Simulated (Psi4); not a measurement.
# CH4Si (SMILES C=[SiH2]), step by step

We compute a structure relaxation (BLYP/cc-pVTZ), then the harmonic vibrations, then the energy (MP2/def2-TZVPP) of CH4Si. 

Program for the calculation: Psi4 1.11.

### 1 The molecule

The species is CH4Si (6 atoms), meant as a singlet with charge 0. As SMILES, `C=[SiH2]`. The shape is that of a GFN2-xTB optimisation. The run starts from this shape.

Bond lengths: C1–Si2 1.748 Å, C1–H3 1.077 Å, C1–H4 1.077 Å, Si2–H5 1.458 Å, Si2–H6 1.458 Å. Angles: C1–Si2–H5 124.5°, C1–Si2–H6 124.6°, Si2–C1–H3 122.4°, Si2–C1–H4 122.5°, H5–Si2–H6 110.9°, H3–C1–H4 115.0°.

### 2 A geometry optimisation at BLYP/cc-pVTZ (density fitting) (run 1)

The input, calc.inp:

```
memory 1.6 GB

molecule geom {
  C     -0.738690    -0.547160    -0.265100
  Si     0.611270     0.451760     0.218260
  H     -1.408510    -0.996610     0.448130
  H     -0.962920    -0.758160    -1.296740
  H      0.952980     0.765970     1.600750
  H      1.545870     1.084200    -0.705300
}

set geom_maxiter 60

opt('blyp/cc-pVTZ')
print_variables()
```

The run is started by

```bash
$ psi4 -n 1 calc.inp calc.out
```

calc.out:

```text
[...]
  Running in c1 symmetry.
[...]
  Nuclear repulsion =   50.789467282495202
[...]
  Multiplicity = 1
[...]
  Nalpha       = 12
  Nbeta        = 12
[...]
    Number of basis functions: 120
[...]
   @DF-RKS iter   1:  -329.35879552103063    1.02571e-01   8.70752e-03 DIIS/ADIIS
[...]
   @DF-RKS iter   5:  -329.94042671789435   -1.10276e-11   9.61539e-09 DIIS
[...]
    Orbital Energies [Eh]
    ---------------------
    Doubly Occupied:
       1A    -65.488383     2A     -9.900430     3A     -5.057621
       4A     -3.478680     5A     -3.475134     6A     -3.472985
       7A     -0.599414     8A     -0.455210     9A     -0.371752
      10A     -0.315135    11A     -0.313357    12A     -0.199594
[...]
  @DF-RKS Final Energy:  -329.94042671789435
   => Energetics <=
    Nuclear Repulsion Energy =             51.0384897837176865
    One-Electron Energy =                -555.8775589255271825
    Two-Electron Energy =                 202.6267994052163317
    DFT Exchange-Correlation Energy =     -27.7281569813011899
    Empirical Dispersion Energy =           0.0000000000000000
    VV10 Nonlocal Energy =                  0.0000000000000000
    Total Energy =                       -329.9404267178943542
[...]
 Multipole Moments:
 ------------------------------------------------------------------------------------
     Multipole            Electronic (a.u.)      Nuclear  (a.u.)        Total (a.u.)
 ------------------------------------------------------------------------------------
 L = 1.  Multiply by 2.5417464519 to convert [e a0] to [Debye]
 Dipole X            :          0.7779988           -0.6060214            0.1719774
 Dipole Y            :          0.5746467           -0.4472124            0.1274343
 Dipole Z            :          0.2780676           -0.2164800            0.0615876
 Magnitude           :                                                    0.2227302
[...]
  -Total Gradient:
     Atom            X                  Y                   Z
    ------   -----------------  -----------------  -----------------
       1        0.000002618489    -0.000029580269    -0.000014159807
       2        0.000010291517    -0.000008778348     0.000002499955
       3        0.000002270535     0.000016794129     0.000010947704
       4       -0.000000896285     0.000014038887     0.000001400051
       5       -0.000005704499     0.000004846072     0.000000408969
       6       -0.000003126807     0.000006739368     0.000000868295
[...]
```

On the terminal:

```text
Optimizer: Optimization complete!
```

Run time: 29 s. Hardware: 1 thread of AMD EPYC 9R14 (Zen 4), shared host; peak memory 0.8 GiB.

Step by step:

| step | energy from the first frame kept (eV) | largest force (eV/Å) |
| --- | --- | --- |
| 0 | 0.0000 | 1.1316 |
| 1 | -0.0361 | 0.1303 |
| 2 | -0.0371 | 0.0810 |
| 3 | -0.0374 | 0.0046 |
| 4 | -0.0374 | 0.0017 |

After the run. Bond lengths: C1–Si2 1.720 Å, C1–H3 1.087 Å, C1–H4 1.087 Å, Si2–H5 1.483 Å, Si2–H6 1.483 Å. Angles: C1–Si2–H5 122.6°, C1–Si2–H6 122.6°, Si2–C1–H3 122.2°, Si2–C1–H4 122.2°, H5–Si2–H6 114.8°, H3–C1–H4 115.6°.

### 3 The harmonic vibrations at BLYP/cc-pVTZ (density fitting) (run 2)

The input, input.dat:

```
memory 1.6 GB

molecule geom {
  0 1
  C     -0.722921    -0.535629    -0.259487
  Si     0.605340     0.447494     0.216251
  H     -1.396981    -0.987933     0.464101
  H     -0.944102    -0.745196    -1.303350
  H      0.914955     0.739833     1.637111
  H      1.530394     1.069829    -0.762087
  units angstrom
}

set globals {
  basis cc-pVTZ
  t 600.0
  rotational_symmetry_number 2
}

E, wfn = freq("blyp", return_wfn=True)
print_variables()
```

The run is started by

```bash
$ psi4 input.dat output.dat -n 1
```

output.dat:

```text
[...]
  Running in c1 symmetry.
[...]
  Nuclear repulsion =   51.038496342329346
[...]
  Multiplicity = 1
[...]
  Nalpha       = 12
  Nbeta        = 12
[...]
    Number of basis functions: 120
[...]
   @DF-RKS iter   1:  -329.35891162394569    1.11195e-01   8.73964e-03 ADIIS/DIIS
[...]
   @DF-RKS iter  12:  -329.94042504557473   -2.10321e-12   3.12496e-09 DIIS
[...]
  @DF-RKS Final Energy:  -329.94042504557473
   => Energetics <=
    Nuclear Repulsion Energy =             51.0273160922543312
    One-Electron Energy =                -555.8546715286968265
    Two-Electron Energy =                 202.6143481949822558
    DFT Exchange-Correlation Energy =     -27.7274178041145269
    Empirical Dispersion Energy =           0.0000000000000000
    VV10 Nonlocal Energy =                  0.0000000000000000
    Total Energy =                       -329.9404250455747274
[...]
  -Total Gradient:
     Atom            X                  Y                   Z
    ------   -----------------  -----------------  -----------------
       1        0.000013445506    -0.000022961166    -0.000038487618
       2       -0.000308389141    -0.000251132803    -0.000243515357
       3        0.000004200025     0.000019755766     0.000010733303
       4       -0.000005653546     0.000009145759     0.000003554132
       5        0.000080412566     0.000095055279     0.000606001633
       6        0.000221426962     0.000154185212    -0.000336374438
[...]
  ==> Harmonic Vibrational Analysis <==
[...]
  Freq [cm^-1]                 407.1882            476.1401            713.4404
[...]
  IR activ [km/mol]            17.7629              7.6032              0.0000
[...]
  Freq [cm^-1]                 747.9425            818.3762            909.7270
[...]
  IR activ [km/mol]            38.6147             55.5099             22.0850
[...]
  Freq [cm^-1]                 961.7296           1364.8701           2202.7820
[...]
  IR activ [km/mol]            24.9947              5.8481             30.8314
[...]
  Freq [cm^-1]                2229.0060           3074.5267           3157.8112
[...]
  IR activ [km/mol]            84.6197              0.9905              0.4436
[...]
  Total E_0, Enthalpy at 0 [K]                                                         -329.90155311 [Eh]
[...]
  Total H, Enthalpy at  600.00 [K]                                                     -329.88843405 [Eh]
[...]
  Total G, Gibbs energy at  600.00 [K]                                                 -329.95620405 [Eh]
[...]
```

On the terminal:

```text
Warning: used thermodynamics relations inappropriate for low-frequency modes: ['407.1882' '476.1401']
```

It took 3.4 min on 1 thread of AMD EPYC 9R14 (Zen 4), shared host; peak memory 0.81 GiB.

### 4 A single-point energy at MP2/def2-TZVPP (density fitting, density fitting for correlation) (run 3)

The input, job.in:

```
memory 1600 mb

molecule molecule1 {
  C     -1.36612270    -1.01219211    -0.49035936
  Si     1.14392681     0.84564110     0.40865516
  H     -2.63991149    -1.86692280     0.87702378
  H     -1.78409421    -1.40821635    -2.46297454
  H      1.72901437     1.39808175     3.09369143
  H      2.89202552     2.02168381    -1.44013571
  units bohr
  symmetry c1
}

set {
  basis           def2-TZVPP
  num_frozen_docc 6
}

energy('mp2')
```

The run is started by

```bash
$ psi4 job.in job.out -n 1
```

job.out:

```text
[...]
  Running in c1 symmetry.
[...]
  Nuclear repulsion =   51.038496430084280
[...]
  Multiplicity = 1
[...]
  Nalpha       = 12
  Nbeta        = 12
[...]
    Number of basis functions: 129
[...]
   @DF-RHF iter   1:  -328.96394375049908   -6.01539e-01   3.50775e-03 ADIIS/DIIS
[...]
   @DF-RHF iter  11:  -329.08509282720041   -2.67164e-12   2.27037e-09 DIIS
[...]
    Orbital Energies [Eh]
    ---------------------
    Doubly Occupied:
       1A    -68.779926     2A    -11.216953     3A     -6.131840
       4A     -4.238821     5A     -4.236990     6A     -4.236648
       7A     -0.906344     8A     -0.681864     9A     -0.573218
      10A     -0.498870    11A     -0.495591    12A     -0.312430
[...]
  @DF-RHF Final Energy:  -329.08509282720041
   => Energetics <=
    Nuclear Repulsion Energy =             51.0384964300842796
    One-Electron Energy =                -555.6281876860837201
    Two-Electron Energy =                 175.5045984287990279
    Total Energy =                       -329.0850928272004694
[...]
 Multipole Moments:
 ------------------------------------------------------------------------------------
     Multipole            Electronic (a.u.)      Nuclear  (a.u.)        Total (a.u.)
 ------------------------------------------------------------------------------------
 L = 1.  Multiply by 2.5417464519 to convert [e a0] to [Debye]
 Dipole X            :          0.9482343           -0.6060202            0.3422141
 Dipole Y            :          0.7006430           -0.4472122            0.2534308
 Dipole Z            :          0.3390255           -0.2164810            0.1225445
 Magnitude           :                                                    0.4431194
[...]
```

Run time: 2.2 s. Hardware: 1 thread of AMD EPYC 9R14 (Zen 4), shared host; peak memory 0.24 GiB.

### 5 Outcome

| quantity | value |
| --- | --- |
| run 1, BLYP/cc-pVTZ: total energy at the end | -329.94043 Eh |
| run 1, BLYP/cc-pVTZ: dipole moment | 0.57 D |
| run 1, BLYP/cc-pVTZ: HOMO energy | -5.43 eV |
| run 1, BLYP/cc-pVTZ: LUMO energy | -1.91 eV |
| run 1, BLYP/cc-pVTZ: HOMO–LUMO gap | 3.52 eV |
| run 2, BLYP/cc-pVTZ: lowest harmonic wavenumber | 407 cm⁻¹ |
| run 2, BLYP/cc-pVTZ: highest harmonic wavenumber | 3158 cm⁻¹ |
| run 2, BLYP/cc-pVTZ: zero-point energy | 102.1 kJ/mol |
| run 2, BLYP/cc-pVTZ: ideal-gas entropy at 600 K (symmetry number 2 as used) | 70.9 cal/(mol K) |
| run 3, MP2/def2-TZVPP: total energy | -329.38120 Eh |
| run 3, MP2/def2-TZVPP: HOMO energy (Hartree–Fock orbitals) | -8.50 eV |
| run 3, MP2/def2-TZVPP: LUMO energy (Hartree–Fock orbitals) | 1.90 eV |
| run 3, MP2/def2-TZVPP: HOMO–LUMO gap (Hartree–Fock orbitals) | 10.40 eV |
| run 3, MP2/def2-TZVPP: correlation energy (6 core orbitals frozen) | -296.1 mEh |

**Reading.** The optimisation (run 1, BLYP/cc-pVTZ) took 5 steps and changed the energy by -0.037 eV. All 12 modes (run 2, BLYP/cc-pVTZ) are real, so the shape is a minimum at this level.
